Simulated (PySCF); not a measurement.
# H6PSi: the cost of one run

The runs use PySCF 2.14.0, with density-fitted response routines of our own; the level of theory stands in each step. All values are computed, except where a source is named. Atoms are numbered from 0 throughout.

## (1) The molecule as given

8 atoms, charge 1, multiplicity 1; geometry from: GFN2-xTB. The atoms were then displaced at random by about 0.03 Å, so the start is not that level's minimum.

Bonds of the start (Å): Si0–P1 2.28, Si0–H2 1.48, Si0–H3 1.54, Si0–H4 1.42, P1–H5 1.36, P1–H6 1.41, P1–H7 1.42.

## (2) Geometry optimisation at PBE0-D3(BJ)/def2-SVP

Job settings and geometry (Å):

```
{"job": {"xc": "PBE0", "basis": "def2-SVP", "d3": "d3bj", "grid": 1, "shake": 0.03, "kind": "geom"}, "charge": 1, "multiplicity": 1}
Si    -1.253620     0.061510    -0.014730
P      1.016020    -0.102280    -0.000450
H     -1.702570    -0.764410    -1.160330
H     -1.348290     1.578910    -0.278680
H     -1.648700    -0.352730     1.285190
H      1.512330    -1.283560     0.441340
H      1.809430     0.757650     0.791350
H      1.771740     0.038080    -1.196520
```

Run with:

```
> OMP_NUM_THREADS=1 python probes_run.py task.json out
```

The driver reads the jobs from task.json and runs them one after another.

**Question.** How long does this first job take on 1 thread of Arm Neoverse V1, shared host, and how much memory does it need?

About 11 s, with a peak of 0.28 GiB.
